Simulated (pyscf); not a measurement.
# Hydrogen abstraction: H₂N–Si:–NH₂ [singlet] + H• → [HN=Si–NH₂]• + H₂

Gas phase, doublet surface, charge 0. Bonds broken: N6–H7. Bonds formed: H5–H7. Single points on ωB97X-D3(BJ)/def2-SVP structures (PySCF, gas phase).

Transition state (Å):

```xyz
8

N      0.6829    -1.2202    -0.2890
Si    -0.8797    -0.5237    -0.1473
H      1.4279    -1.1197     0.3961
H      0.9538    -1.7855    -1.0851
H      0.9960     0.3498     2.6462
N     -0.7989     0.2955     1.3301
H      0.2752     0.3112     2.0887
H     -1.5067     0.8487     1.8070
```

One imaginary mode, 1537i cm⁻¹; descent along it reached the two sides named.

| bond | change | reactant side (Å) | saddle | product side |
|---|---|---|---|---|
| N6–H7 | breaks | 1.016 | 1.315 | 2.501 |
| H5–H7 | forms | 3.1 | 0.912 | 0.764 |

Electronic energies relative to the separated reactants (kJ/mol):

| level | barrier | reaction energy | reverse barrier |
|---|---|---|---|
| ωB97X-D3(BJ)/def2-TZVP | 57.8 | +1.0 | 56.8 |
| PBE/def2-TZVP | 12.7 | -21.0 | 33.8 |
| r²SCAN/def2-TZVP | 12.1 | -31.3 | 43.4 |
| B3LYP-D3(BJ)/def2-TZVP | 20.4 | -22.8 | 43.2 |
| PBE0-D3(BJ)/def2-TZVP | 37.5 | -2.9 | 40.4 |
| M06-2X/def2-TZVP | 58.9 | +0.7 | 58.2 |
| ωB97M-D3(BJ)/def2-TZVP | 56.7 | +5.3 | 51.4 |
| HF/def2-TZVP | 116.1 | +33.0 | 83.1 |

With ωB97M-D3(BJ)/def2-TZVP energies and thermal terms (ideal gas, 1 atm, RRHO with modes under 100 cm⁻¹ raised to 100, one conformer, R ln 2 for chiral ones without a mode under 150 cm⁻¹), in kJ/mol:

```
T (K)   ΔH‡    ΔG‡    ΔH     ΔG
-----  ----  -----  ----  -----
298    45.9   70.0  -0.8   -9.0
600    44.3   95.2  -0.4  -17.6
900    43.7  120.8  -1.4  -26.0
1200   43.4  146.5  -3.2  -33.9
```

One saddle was located; it need not be the lowest between these sides. The angle at the transferred H is 177°.
